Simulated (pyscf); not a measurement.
Elementary routes open to `[F][SiH]` [singlet] + `[OH2]` in the gas phase (singlet surface):
A. `[OH][SiH2][F]` (H–O broken; O–Si, H–Si formed)
B. `[OH][Si][F]` [singlet] + `[H][H]` (H–Si, H–O broken; O–Si, H–H formed)

Optimised with ωB97X-D3(BJ)/def2-SVP in PySCF.

Q: Rank the routes by free-energy barrier at 298 K, lowest first, for ωB97M-D3(BJ)/def2-TZVP energies (ideal gas, 1 atm, RRHO with modes under 100 cm⁻¹ raised to 100, one conformer, R ln 2 for chiral ones without a mode under 150 cm⁻¹).

A: B (10.8 kcal/mol), A (19.6 kcal/mol)

Route B is the fastest of these, ahead of the next by 8.8 kcal/mol. The most stable products are those of A (ΔG = -62.0 kcal/mol), whose barrier is 8.8 kcal/mol higher: the kinetic and the thermodynamic product differ. At 1200 K B is still the fastest. A: On the reactant side the descent ends in an adduct with a O–Si contact, 16.7 kcal/mol under the separated species and 25.2 kcal/mol under the saddle at ωB97X-D3(BJ)/def2-TZVP. B: On the reactant side the descent ends in an adduct with a O–Si contact, 15.7 kcal/mol under the separated species and 17.0 kcal/mol under the saddle at ωB97X-D3(BJ)/def2-TZVP. Only these routes are compared; each barrier is that of the saddle found, and lower ones may exist.
